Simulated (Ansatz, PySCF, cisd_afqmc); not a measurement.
System: P₂, charge 0, singlet. P2 (phosphanylidynephosphane, SMILES P#P).
B3LYP-D3(BJ)/def2-TZVP minimum from Ansatz (an electronic-structure program):
```xyz
2

P      0.0000     0.0000    -0.9447
P      0.0000     0.0000     0.9447
```

Atomisation energy term by term, kcal/mol (programs: Ansatz, cisd_afqmc). Radicals and triplets start from unrestricted determinants; spin-orbit coupling is neglected. Cores are frozen in correlated methods. Rows without X2C or -DK are non-relativistic. AFQMC is phaseless with a CISD trial state; ± is one standard error, without the phaseless bias. Outlying blocks are dropped, and bars are widened where a walk drifts. Over all cases where full CI ran beside it in this data, AFQMC minus full CI had a median of +0.1 mEh and passed +0.4 mEh in a tenth of the cases. CBS(X,Y): correlation extrapolated as X^-3, Hartree-Fock from the larger set (Q,5: extrapolated as (X+1)exp(-9√X)). A bracket is a step between two methods taken in the basis named. 'core' is core correlation in cc-pwCVTZ (1s frozen past Ne), 'X2C' scalar relativity in cc-pVTZ-DK, both at CCSD(T). The restricted determinant of P2 (P#P, singlet) is unstable towards broken spin symmetry in at least one set run.

```json
[
 {"term": "Hartree-Fock", "basis": "CBS(cc-pV(Q+d)Z,cc-pV(5+d)Z)", "kcal/mol": "38.74"},
 {"term": "CCSD correlation", "basis": "CBS(cc-pV(Q+d)Z,cc-pV(5+d)Z)", "kcal/mol": "67.61"},
 {"term": "(T)", "basis": "CBS(cc-pV(Q+d)Z,cc-pV(5+d)Z)", "kcal/mol": "9.54"},
 {"term": "CCSDT(Q) - CCSD(T)", "basis": "cc-pV(5+d)Z", "kcal/mol": "0.68"},
 {"term": "CCSDTQ - CCSDT(Q)", "basis": "cc-pV(D+d)Z", "kcal/mol": "-0.10"},
 {"term": "core correlation", "basis": "cc-pwCVTZ", "kcal/mol": "0.91"},
 {"term": "scalar relativity", "basis": "X2C, cc-pVTZ-DK", "kcal/mol": "-0.24"},
 {"term": "minus zero-point energy", "basis": "Hessian by PySCF at B3LYP-D3(BJ)/def2-TZVP", "kcal/mol": "-1.16"},
 {"term": "sum: D0", "basis": "", "kcal/mol": "116.0"}
]
```

The step beyond CCSD(T) by other levels: CCSDTQ in cc-pV(D+d)Z 0.83; AFQMC/CISD in cc-pV(D+d)Z 0.54 ± 0.33; CCSDT(Q) in cc-pV(D+d)Z 0.93; AFQMC/CISD in cc-pV(T+d)Z 0.45 ± 0.27; CCSDT(Q) in cc-pV(T+d)Z 0.68; AFQMC/CISD in cc-pV(Q+d)Z -0.02 ± 0.57; CCSDT(Q) in cc-pV(Q+d)Z 0.69 kcal/mol.
